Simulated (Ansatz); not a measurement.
Input file:

```yaml
crystal:
  periodic: [false, false, false]
  atoms:
    - {symbol: N, position_ang: [-0.104201, 0.000000, 1.521268]}
    - {symbol: Ga, position_ang: [0.011438, 0.000000, -0.361116]}
    - {symbol: H, position_ang: [0.328389, -0.826162, 1.919816]}
    - {symbol: H, position_ang: [0.328389, 0.826162, 1.919816]}
basis:
  gaussian: {orbitals: cc-pVTZ}
hamiltonian: {xc: {name: wB97X-V}}
```

```sh
$ ansatz run in.yaml --threads 1 --pin off --events-out ev --progress --plain --max-ram 4096MiB --backend cpu
```

Log:

```
      + integral(e_c_pw_opposite_spin*poly(b97_u_opposite, cos0, cos1)) + vv10(b, c)
687 factors; their error is unknown
150 factors; integrals over basis functions are off by at most 1.8e-5 eV
mean field evaluation 1: about -53890.6912 eV, gradient 5.6e1 eV
mean field evaluation 2: about -53887.0113 eV, gradient 6.7e1 eV
mean field evaluation 4: about -53896.7696 eV, gradient 6.2e-1 eV
mean field evaluation 8: about -53896.8997 eV, gradient 4.2e-2 eV
mean field evaluation 16: about -53896.8997 eV, gradient 1.2e-5 eV
mean field -53896.89974625 eV, -1980.6745330440 hartree, gradient 1.2e-5 eV, S^2 0.000000; 0 other end points of the search recorded, 0 dependent functions left out
reference -53896.89974477 eV, -1980.6745329894 hartree; 20, 20 occupied and 81, 81 virtual orbitals, 687 factors
Total energy: -53896.89974477 eV, -1980.6745329894 hartree
```

Ran on 1 thread of AMD EPYC 7R13, shared host: 3.1 s wall, 0.23 GiB peak host memory.
